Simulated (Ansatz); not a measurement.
Al vacancy in Al

Theory: Ansatz 0.2.0, DFT PBEsol, scalar-relativistic, plane waves, PAW. Run with 420 eV cutoff, 4×4×4 k-mesh, Gaussian smearing of 0.10 eV, no spin polarisation.

Host crystal, relaxed:

```
Al
1.0
     0.00000    2.00770    2.00770
     2.00770    0.00000    2.00770
     2.00770    2.00770    0.00000
Al
1
Direct
  0.00000 0.00000 0.00000
```

Supercell of 27 atoms, rows in host cell vectors: 3 -3 0; 3 0 -3; 3 0 0. Atoms relax at the host's cell, keeping the symmetry that the supercell leaves at the site. The cell is small, so energies carry finite-size errors of tenths of an eV. The host is a metal. Atoms are taken from and returned to the elements' standard states.

Defect: Al vacancy set at (0.000, 0.000, 0.000) of the host cell. Before relaxation its nearest neighbours are 12 Al at 2.84 Å.

```tsv
charge	E_f at the valence band top (eV)	moment (μB)	largest move (Å)	atoms near the site
0	1.02	0.00	0.02	12 Al at 2.82 Å
```

Cost: 2 runs of about 0.46 core-minutes in all, on Intel Xeon 6975P-C (Granite Rapids) (shared hosts).